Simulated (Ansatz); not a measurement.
## Relaxing Zr₃C₂

Computed with DFT PBE, scalar-relativistic, plane waves, PAW in Ansatz. Cutoff 420 eV, Γ-centred k mesh, Gaussian smearing, no spin polarisation in the final step.

The start puts Zr₃C₂ on the sites of a reported La2O3 cell (P321, No. 150), with C in place of La, Zr in place of O, at a guessed volume.

```yaml
crystal:
  lattice:
    - [3.54543, 0.00000, 0.00000]
    - [-1.77272, 3.07044, 0.00000]
    - [0.00000, 0.00000, 5.52113]
  atoms:
    - { symbol: Zr, position: [0.25000, 0.25000, 0.00000] }
    - { symbol: Zr, position: [0.75000, 0.00000, 0.00000] }
    - { symbol: Zr, position: [0.00000, 0.75000, 0.00000] }
    - { symbol: C, position: [0.33333, 0.66667, 0.25000] }
    - { symbol: C, position: [0.66667, 0.33333, 0.75000] }
```

Steps on the 6×6×4 mesh (5 atoms). 12 of 29 steps are shown, and the free energy counts from the last. Trial steps that were taken back and renewals of the plane-wave basis can be among the rows.

```tsv
step	ΔF (meV/atom)	V (Å³/atom)	P (GPa)	largest force component (eV/Å)
1	18355.9	12.02	501.00	141.248
4	4588.1	15.46	91.07	6.496
6	2999.5	18.20	35.96	2.186
9	2045.1	20.17	6.78	0.622
11	1820.8	19.13	-1.09	0.845
14	1345.0	16.13	-3.08	3.097
16	977.0	14.33	0.03	3.128
19	688.9	14.20	-0.40	0.130
21	688.6	14.21	-0.04	0.001
24	27.4	15.60	6.13	0.126
26	6.4	16.56	-0.72	0.097
29	0.0	16.52	0.16	0.001
```

A final relaxation ran on a 12×12×12 mesh. The relaxed crystal, P-62m (No. 189):

```cif
data_structure
_symmetry_space_group_name_H-M 'P-62m'
_symmetry_Int_Tables_number 189
_cell_length_a 5.6444
_cell_length_b 5.6444
_cell_length_c 2.9934
_cell_angle_alpha 90.000
_cell_angle_beta 90.000
_cell_angle_gamma 120.000
_cell_volume 82.59
loop_
_atom_site_label
_atom_site_type_symbol
_atom_site_symmetry_multiplicity
_atom_site_Wyckoff_symbol
_atom_site_fract_x
_atom_site_fract_y
_atom_site_fract_z
_atom_site_occupancy
Zr1 Zr 3 f 0.36239 0.36239 0.00000 1
C1 C 2 d 0.33333 0.66667 0.50000 1
```

```yaml
Volume_per_atom: 16.52 Å³
Density: 5.99 g/cm³
Energy_over_the_elements: -0.11 eV/atom
Gap_on_the_12×12×12_mesh: 0 eV (a metal)
```

Energies over the elements count from the elements' standard structures at the same level, with no empirical corrections.

The final run used a 12×12×12 mesh on its 5-atom cell and 0.10 eV smearing. For metals, differences of a few meV/atom aren't resolved.

Symmetry constrained the relaxation, so the result can be a saddle point.

Cost: 4 runs of about 4.5 core-minutes in all, on Arm Neoverse V2 (shared hosts).